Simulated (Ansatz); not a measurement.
**CH₆BSi+ (SMILES B[CH+][SiH3]): single points off equilibrium**

One table from this session's results is given with a row withheld; the runs are named, their logs left out.

The runs use Ansatz 0.2.0, Gaussian basis; single points in def2-TZVPP.

Cores are frozen in the correlated methods.

## Starting geometry

SMILES `B[CH+][SiH3]`, 9 atoms, charge 1, spin multiplicity 1.

Atoms are counted from 1 here; the program's logs count them from 0.

Bond lengths: B1–C2 1.303 Å, B1–H4 1.099 Å, B1–H5 1.228 Å, C2–Si3 1.947 Å, C2–H6 1.090 Å, Si3–H7 1.476 Å, Si3–H8 1.479 Å, Si3–H9 1.577 Å. Angles: C2–B1–H4 126.8°, C2–B1–H5 130.0°, H4–B1–H5 103.2°, B1–C2–Si3 125.4°, B1–C2–H6 124.6°, Si3–C2–H6 109.9°, C2–Si3–H7 101.3°, C2–Si3–H8 111.7°, C2–Si3–H9 98.5°, H7–Si3–H8 124.0°, H7–Si3–H9 104.1°, H8–Si3–H9 113.7°.

As a file:

```
B    -0.82080    0.83870   -1.00530
C     0.11080    0.67530   -0.10850
Si    0.54700   -1.00640    0.77020
H    -1.88520    1.03920   -0.81940
H    -0.75650    0.77600   -2.22960
H     0.72480    1.47790    0.29980
H     2.02010   -0.93060    0.82450
H    -0.20140   -2.14030    0.18480
H     0.08880   -0.63010    2.23160
```

Set-up of the first run:

Input file run/in.yaml:

```yaml
crystal:
  periodic: [false, false, false]
  atoms:
    - {symbol: B, position_ang: [-0.820800, 0.838700, -1.005300]}
    - {symbol: C, position_ang: [0.110800, 0.675300, -0.108500]}
    - {symbol: Si, position_ang: [0.547000, -1.006400, 0.770200]}
    - {symbol: H, position_ang: [-1.885200, 1.039200, -0.819400]}
    - {symbol: H, position_ang: [-0.756500, 0.776000, -2.229600]}
    - {symbol: H, position_ang: [0.724800, 1.477900, 0.299800]}
    - {symbol: H, position_ang: [2.020100, -0.930600, 0.824500]}
    - {symbol: H, position_ang: [-0.201400, -2.140300, 0.184800]}
    - {symbol: H, position_ang: [0.088800, -0.630100, 2.231600]}
basis:
  gaussian: {orbitals: def2-TZVPP}
total_charge: 1
correlation: {method: ccsd_t}
output: {forces: true}
```

The command line of these runs was not kept.

Among the steps run: CCSD(T)/def2-TZVPP; PBE0-D4/def2-TZVPP; wB97M-V/def2-TZVPP; r2SCAN-D4/def2-TZVPP; PBE-D4/def2-TZVPP; revPBE-D4/def2-TZVPP; r2SCAN0-D4/def2-TZVPP.

One of the session's tables, all rows but one given; the rest of the session is left out.

```
    method  RMS force component (eV/Å)  angle to CCSD(T) forces (°)
   CCSD(T)                       2.152                    reference
   PBE0-D4                       2.019                          3.7
   wB97M-V                       2.050                          2.1
 r2SCAN-D4                       1.988                          4.6
    PBE-D4                       1.931                          6.9
 revPBE-D4                       1.999                          6.0
r2SCAN0-D4                           ?                            ?
```

**Question.** Estimate the row for r2SCAN0-D4.

The run gave: RMS force component (eV/Å): 2.057; angle to CCSD(T) forces (°): 3.0. In the column «RMS force component (eV/Å)» it lies between wB97M-V (2.050) and CCSD(T) (2.152).
